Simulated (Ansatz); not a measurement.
Job for Ansatz (a quantum-chemistry and plane-wave program): R-CCSD(T)/cc-pVDZ on Cl_anion (SMILES [Cl-]). Charge -1.

Ansatz 0.2 input:
```yaml
crystal:
  periodic: [false, false, false]
  atoms:
    - {symbol: Cl, position_ang: [0.00000000, 0.00000000, 0.00000000]}
basis:
  gaussian:
    orbitals: cc-pVDZ
total_charge: -1
magnetization: {spin_polarized: false}
correlation: {method: ccsd_t, electrons: outside_noble_gas}
scf: {lower_state_search: off}
```

Output:

```
Functional definition: HF
[...]
these checks for a lower state are left out or cut short: stability, starts, cluster_reference, orbital_swaps, neighbouring_geometries, increment
integrals: 0.00 GiB planned
103 factors; integrals over basis functions are off by at most 2.0e-4 eV
mean field: 0.04 GiB planned
mean field evaluation 1: about -12504.6411 eV, gradient 7.4e0 eV
mean field evaluation 2: about -12504.6536 eV, gradient 7.2e0 eV
mean field evaluation 4: about -12504.7808 eV, gradient 1.5e-1 eV
mean field evaluation 8: about -12504.7809 eV, gradient 1.0e-3 eV
mean field -12504.78087525 eV, -459.5422211207 hartree, gradient 1.0e-5 eV, S^2 0.000000; 0 other end points of the search recorded, 0 dependent functions left out
5 core orbitals not correlated
reference -12504.78087525 eV, -459.5422211207 hartree; 4, 4 occupied and 9, 9 virtual orbitals, 103 factors
second order -3.65724425 eV of doubles, -0.00000000 eV of singles
coupled cluster: 0.04 GiB planned
cycle   1  -3.92730596 eV  change   -2.7e-1 eV  update   2.5e-2
cycle   2  -3.97536475 eV  change   -4.8e-2 eV  update   6.2e-3
cycle   3  -3.97861039 eV  change   -3.2e-3 eV  update   1.1e-3
cycle   4  -3.97861364 eV  change   -3.3e-6 eV  update   1.4e-4
cycle   5  -3.97860794 eV  change    5.7e-6 eV  update   2.1e-5
cycle   6  -3.97861080 eV  change   -2.9e-6 eV  update   2.1e-6
perturbative correction -0.03131208 eV, -0.0011506976 hartree
Total energy: -12508.79079813 eV, -459.6895830683 hartree
Checks for a lower state left out: stability, starts, cluster_reference, orbital_swaps, neighbouring_geometries, increment
```

The calculation finished and met its thresholds.

Cost: around 0.24 core-seconds (rough).
